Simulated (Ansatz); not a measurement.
**LiMgH (triplet): wave-function methods side by side at scale of all distances = 0.868, cc-pVTZ**

How much of the correlation energy of LiMgH (triplet) does each wave-function method recover here?

Method: cc-pVTZ, core rule «outside noble gas», up to 6 orbitals frozen; program: Ansatz 0.2.0, Gaussian basis.

The runs, in order: UHF; CCSD(T) on ROHF; CCSD(T) on UHF; BCCD(T) on ROHF; CCSDT(Q) on ROHF; CCSDT(Q) on UHF; Full CI.

28 further runs of the same task are left out: 16 for a known fault of the program, 10 that didn't finish, 2 set aside as unsound or not needed. Runs told in other sessions of the task aren't counted.

### 1 What is computed

The geometry derives from a PBE0/def2-TZVP stationary point (not a proven minimum). All distances are scaled together.

3 atoms, charge 0, spin multiplicity 3.

Atoms are counted from 1 here; the program's logs count them from 0.

Bond lengths: Li1–Mg2 2.471 Å, Li1–H3 1.553 Å, Mg2–H3 1.572 Å. Angles: Mg2–Li1–H3 38.0°, Li1–Mg2–H3 37.5°, Li1–H3–Mg2 104.5°.

### 2 UHF

Contents of in.yaml:

```yaml
crystal:
  periodic: [false, false, false]
  atoms:
    - {symbol: Li, position_ang: [0.000000, -0.119174, 1.897132]}
    - {symbol: Mg, position_ang: [0.000000, -0.003039, -0.571629]}
    - {symbol: H, position_ang: [0.000000, 0.893959, 0.719729]}
basis:
  gaussian: {orbitals: cc-pVTZ}
magnetization: {spin_polarized: true, initial_magnetization: 2}
hamiltonian: {xc: hf}
output: {orbitals: {seedname: orbitals}}
```

Command:

```bash
$ ansatz run in.yaml --threads 1 --pin off --events-out ev --progress --plain --max-ram 2393MiB
```

Further steps of the session: CCSD(T) on ROHF; CCSD(T) on UHF; BCCD(T) on ROHF; CCSDT(Q) on ROHF; CCSDT(Q) on UHF; Full CI.

**Question.** What will the summary of the whole plan be? Wanted: FCI from the RHF energy; RMP2 from FCI; UMP2 from FCI; RCCSD from FCI; RCCSD(T) from FCI; UCCSD(T) from FCI; RCCSDT(Q) from FCI; UCCSDT(Q) from FCI; T1 diagnostic.

As calculated:

```
                         quantity                                                                            value
          FCI from the ROHF energy                                                                       -1.3447 eV
                    RMP2 from FCI                                                                   +7.78 kcal/mol
                    UMP2 from FCI                                                                   +7.70 kcal/mol
                   RCCSD from FCI                                                                   +0.74 kcal/mol
                RCCSD(T) from FCI                                                                   +0.21 kcal/mol
                UCCSD(T) from FCI                                                                   +0.19 kcal/mol
               RCCSDT(Q) from FCI                                                                    0.00 kcal/mol
               UCCSDT(Q) from FCI                                                                   -0.02 kcal/mol
levels within 1 kcal/mol (43 meV)  RCCSD, UCCSD, RCCSD(T), UCCSD(T), BCCD(T), RCCSDT, UCCSDT, RCCSDT(Q), UCCSDT(Q)
                    T1 diagnostic                                                                            0.024
   effectively unpaired electrons                                                                             2.01
```

RCCSD(T) misses by +0.21 kcal/mol, 0.7 % of the correlation energy. One determinant dominates. These misses are within one basis, not against nature; the frozen cores of restricted and unrestricted runs differ, which can shift their rows.

Levels on UHF freeze UHF's core orbitals, full CI those of ROHF, so the U rows can settle a little off it for that reason alone.
